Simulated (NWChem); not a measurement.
# C2HF2 (SMILES [CH]=C(F)F): USVWN5/MIDI!

What is the vertical ionisation energy of C2HF2 at USVWN5/MIDI!? 

The results are computed with NWChem 7.3.0.

2 further runs of the same task are left out: 1 that didn't finish, 1 set aside as unsound or not needed.

## Step 1: The structure to begin with

C2HF2 has 5 atoms, charge 0, and is taken as a doublet. SMILES: `[CH]=C(F)F`. Geometry: relaxed at PBE0-D4/def2-TZVP.

Bond lengths: C1–C2 1.301 Å, C2–F3 1.313 Å, C2–F4 1.320 Å, C1–H5 1.072 Å. Angles: C1–C2–F3 125.0°, C1–C2–F4 125.4°, F3–C2–F4 109.6°, C2–C1–H5 140.6°.

## Step 2: A single-point energy at USVWN5/MIDI!

Input file geom.nw:

```
start geom
memory total 2200 mb
charge 0

geometry units angstrom noautosym nocenter noautoz
 C     -0.028200     0.912700    -0.014900
 C      0.163600    -0.366100     0.124600
 F      1.043800    -0.911700     0.932500
 F     -0.492600    -1.313200    -0.520300
 H     -0.636600     1.604500    -0.563400
end

basis spherical bse
 C library "MIDI!"
 F library "MIDI!"
 H library "MIDI!"
end

dft
 xc slater vwn_5
 mult 2
 grid fine
 convergence energy 1e-08
 maxiter 100
 mulliken
 noprint "final vectors analysis"
end

task dft energy
```

Command:

```console
nwchem geom.nw > geom.out
```

Log:

```text
[...]
          Wavefunction type:  spin polarized.
          No. of atoms     :     5
          No. of electrons :    31
[...]
          Charge           :     0
          Spin multiplicity:     2
[...]
          AO basis - number of functions:    48
[...]
              XC Information
              --------------
                        Slater Exchange Functional  1.000 local
                      VWN V Correlation Functional  1.000 local
[...]
 d= 0,ls=0.0,diis     1   -272.7263746213 -3.83D+02  1.50D-02  3.33D-01     0.4
[...]
 d= 0,ls=0.0,diis    12   -272.8577931881 -7.55D-09  3.11D-07  4.40D-10     2.3
[...]
         Total DFT energy =     -272.857793188144
      One electron energy =     -597.230885870137
           Coulomb energy =      244.342811867636
    Exchange-Corr. energy =      -29.945767074325
 Nuclear repulsion energy =      109.976047888682
[...]
      Total Density - Mulliken Population Analysis
     ---------------------------------------------
    Atom       Charge   Shell Charges
 -----------   ------   -------------------------------------------------------
    1 C    6     6.28   1.99  0.84  0.46  1.47  1.52
    2 C    6     5.46   1.99  0.81  0.16  1.46  1.04
    3 F    9     9.24   1.99  1.02  0.95  2.42  2.84  0.02
    4 F    9     9.24   1.99  1.02  0.95  2.42  2.84  0.02
    5 H    1     0.78   0.54  0.24
[...]
      <S2> =      0.7563 (Exact =     0.7500)
[...]
```

Run time: 3 s. Hardware: 1 thread of Intel Xeon Platinum 8488C (Sapphire Rapids), shared host; peak memory 0.11 GiB.

## Step 3: The singlet cation

Input file m1.nw:

```
echo
START m1
memory 2200 mb
charge 1

GEOMETRY units angstrom noautosym nocenter noautoz
   C       -0.028200       0.912700      -0.014900
   C        0.163600      -0.366100       0.124600
   F        1.043800      -0.911700       0.932500
   F       -0.492600      -1.313200      -0.520300
   H       -0.636600       1.604500      -0.563400
END

BASIS spherical bse
   C library "MIDI!"
   F library "MIDI!"
   H library "MIDI!"
END

DFT
   xc slater vwn_5
   grid fine
   convergence energy 1e-08
   iterations 100
   mulliken
   print low
END

TASK dft energy
```

Command:

```console
nwchem m1.nw > m1.out
```

Log:

```text
[...]
 d= 0,ls=0.0,diis     1   -272.1978574407 -3.82D+02  7.95D-02  2.74D+00     0.2
[...]
 d= 0,ls=0.5,diis    20   -272.3814548943 -9.30D-09  1.56D-06  2.97D-08     2.4
         Total DFT energy =     -272.381454898700
      One electron energy =     -586.715402573854
           Coulomb energy =      233.835583223816
    Exchange-Corr. energy =      -29.477683437343
 Nuclear repulsion energy =      109.976047888682
[...]
      Total Density - Mulliken Population Analysis
     ---------------------------------------------
    Atom       Charge   Shell Charges
 -----------   ------   -------------------------------------------------------
    1 C    6     5.95   1.99  0.93  0.52  1.39  1.13
    2 C    6     5.37   1.99  0.88  0.15  1.39  0.96
    3 F    9     9.02   1.99  1.06  0.92  2.38  2.65  0.02
    4 F    9     9.03   1.99  1.06  0.92  2.38  2.66  0.02
    5 H    1     0.62   0.52  0.11
[...]
```

It took 3.3 s on 1 thread of Intel Xeon Platinum 8488C (Sapphire Rapids), shared host; peak memory 0.11 GiB.

## Step 4: Summary of results

Level: USVWN5/MIDI!.

| quantity | value |
| --- | --- |
| doublet C2HF2: total energy | -272.85779 Eh |
| doublet C2HF2: dipole moment | 0.77 D |
| doublet C2HF2: ⟨S²⟩ | 0.756 |
| singlet cation: total energy | -272.38145 Eh |
| vertical ionisation energy (to the singlet cation) | 12.962 eV |

The vertical ionisation energy comes to 12.96 eV (299 kcal/mol). Only the singlet of the ionised species was computed; a triplet could lie lower. Mulliken charges (singlet cation) run from -0.03 on F4 to +0.63 on C2; they depend strongly on the basis.
